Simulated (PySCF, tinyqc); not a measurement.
FCI on RHF in the sto-3g basis, for HF, spin multiplicity 1, step by step. The lowest restricted solution is unstable here: a spin-polarised one lies 0.1239 hartree lower (PySCF). One step of it, computed by the program tinyqc.

Question. FCI: roots. Diagonalise (each vector has its largest component positive (the first on a tie)); all determinants have Ms = 0, so triplets appear too. The lowest singlet root is the correlation energy.

Occupation strings over the orbitals (2 doubly, a alpha, b beta, 0 empty; spin orbitals ordered 1a 1b 2a 2b ...): 222220 2222ab 2a222b a2222b 2222ba 2b222a b2222a 222202 2a22b2 a222b2 222022 220222 2b22a2 202222 ab2222 b222a2 ba2222 022222

H - E(HF) between determinants (hartree), order 222220, 2222ab, 2a222b, a2222b, 2222ba, 2b222a, b2222a, 222202, 2a22b2, a222b2, 222022, 220222, 2b22a2, 202222, ab2222, b222a2, ba2222, 022222:
```
[[0.000000, 0.000000, 0.000000, 0.000000, 0.000000, 0.000000, 0.000000, 0.284689, -0.014713, 0.002597, 0.026902, 0.026902, 0.014713, 0.091993, -0.019970, -0.002597, 0.019970, 0.015976],
 [0.000000, 0.193803, -0.009337, -0.007738, -0.284689, -0.014713, 0.002597, 0.041793, 0.046783, 0.000929, 0.025929, 0.025929, -0.017399, 0.093028, -0.020003, -0.005682, 0.021282, 0.014256],
 [0.000000, -0.009337, 1.048610, 0.028128, -0.014713, -0.091993, -0.019970, -0.046783, -0.264046, 0.007613, 0.013622, 0.013622, 0.093028, 0.007464, 0.002109, 0.021282, -0.006107, 0.007584],
 [0.000000, -0.007738, 0.028128, 25.325692, 0.002597, -0.019970, -0.015976, -0.000929, 0.007613, -0.442609, 0.003251, 0.003251, 0.020003, -0.002109, -0.038817, 0.014256, 0.007584, -0.052313],
 [0.000000, -0.284689, -0.014713, 0.002597, 0.193803, -0.009337, -0.007738, -0.041793, -0.017399, -0.005682, -0.025929, -0.025929, 0.046783, -0.093028, 0.021282, 0.000929, -0.020003, -0.014256],
 [0.000000, -0.014713, -0.091993, -0.019970, -0.009337, 1.048610, 0.028128, 0.046783, 0.093028, 0.021282, -0.013622, -0.013622, -0.264046, -0.007464, -0.006107, 0.007613, 0.002109, -0.007584],
 [0.000000, 0.002597, -0.019970, -0.015976, -0.007738, 0.028128, 25.325692, 0.000929, 0.020003, 0.014256, -0.003251, -0.003251, 0.007613, 0.002109, 0.007584, -0.442609, -0.038817, 0.052313],
 [0.284689, 0.041793, -0.046783, -0.000929, -0.041793, 0.046783, 0.000929, 0.403727, 0.033896, 0.013255, 0.029133, 0.029133, -0.033896, 0.110752, -0.020547, -0.013255, 0.020547, 0.015059],
 [-0.014713, 0.046783, -0.264046, 0.007613, -0.017399, 0.093028, 0.020003, 0.033896, 1.288352, 0.028472, 0.012875, 0.012875, -0.110752, 0.067432, 0.002087, -0.020547, 0.010644, 0.006827],
 [0.002597, 0.000929, 0.007613, -0.442609, -0.005682, 0.021282, 0.014256, 0.013255, 0.028472, 25.561046, 0.003063, 0.003063, -0.020547, -0.002087, -0.097980, -0.015059, 0.006827, -0.030940],
 [0.026902, 0.025929, 0.013622, 0.003251, -0.025929, -0.013622, -0.003251, 0.029133, 0.012875, 0.003063, 0.579672, 0.053770, -0.012875, 0.193908, -0.040633, -0.003063, 0.040633, 0.029505],
 [0.026902, 0.025929, 0.013622, 0.003251, -0.025929, -0.013622, -0.003251, 0.029133, 0.012875, 0.003063, 0.053770, 0.579672, -0.012875, 0.193908, -0.040633, -0.003063, 0.040633, 0.029505],
 [0.014713, -0.017399, 0.093028, 0.020003, 0.046783, -0.264046, 0.007613, -0.033896, -0.110752, -0.020547, -0.012875, -0.012875, 1.288352, -0.067432, 0.010644, 0.028472, 0.002087, -0.006827],
 [0.091993, 0.093028, 0.007464, -0.002109, -0.093028, -0.007464, 0.002109, 0.110752, 0.067432, -0.002087, 0.193908, 0.193908, -0.067432, 2.416899, -0.012182, 0.002087, 0.012182, 0.082751],
 [-0.019970, -0.020003, 0.002109, -0.038817, 0.021282, -0.006107, 0.007584, -0.020547, 0.002087, -0.097980, -0.040633, -0.040633, 0.010644, -0.012182, 26.873495, 0.006827, -0.082751, 0.494636],
 [-0.002597, -0.005682, 0.021282, 0.014256, 0.000929, 0.007613, -0.442609, -0.013255, -0.020547, -0.015059, -0.003063, -0.003063, 0.028472, 0.002087, 0.006827, 25.561046, -0.097980, 0.030940],
 [0.019970, 0.021282, -0.006107, 0.007584, -0.020003, 0.002109, -0.038817, 0.020547, 0.010644, 0.006827, 0.040633, 0.040633, 0.002087, 0.012182, -0.082751, -0.097980, 26.873495, -0.494636],
 [0.015976, 0.014256, 0.007584, -0.052313, -0.014256, -0.007584, 0.052313, 0.015059, 0.006827, -0.030940, 0.029505, 0.029505, -0.006827, 0.082751, 0.494636, 0.030940, -0.494636, 55.077299]]
```

Give: lowest roots of this matrix, relative to E(HF); lowest vectors; <S^2> of these roots; weight of the ground state by excitation level 0, 1, 2, ....

Answer.

lowest roots of this matrix, relative to E(HF) (hartree): [-0.150, -0.092, 0.444, 0.525, 0.526, 0.620, 0.864, 0.895]

lowest vectors, order 222220, 2222ab, 2a222b, a2222b, 2222ba, 2b222a, b2222a, 222202, 2a22b2, a222b2, 222022, 220222, 2b22a2, 202222, ab2222, b222a2, ba2222, 022222:
```
[[0.886, 0.000, -0.221, 0.337],
 [0.032, 0.707, 0.641, 0.206],
 [-0.012, 0.014, -0.051, 0.071],
 [0.000, 0.000, 0.000, 0.000],
 [-0.032, 0.707, -0.641, -0.206],
 [0.012, 0.014, 0.051, -0.071],
 [0.000, 0.000, 0.000, 0.000],
 [-0.460, 0.000, -0.333, 0.696],
 [0.015, -0.014, -0.051, 0.004],
 [0.000, 0.000, 0.000, 0.000],
 [-0.012, 0.000, -0.063, -0.391],
 [-0.012, 0.000, -0.063, -0.391],
 [-0.015, -0.014, 0.051, -0.004],
 [-0.013, 0.000, -0.015, 0.002],
 [0.000, 0.000, 0.000, 0.000],
 [0.000, 0.000, 0.000, 0.000],
 [0.000, 0.000, 0.000, 0.000],
 [0.000, 0.000, 0.000, 0.000]]
```

<S^2> of these roots: [0.000, 2.000, 0.000, 0.000, 0.000, 0.000, 2.000, 0.000]

weight of the ground state by excitation level 0, 1, 2, ...: [0.785, 0.002, 0.213]

The reference has a weight of only 0.79: one determinant is a poor start here. A root of higher spin lies below E(HF).
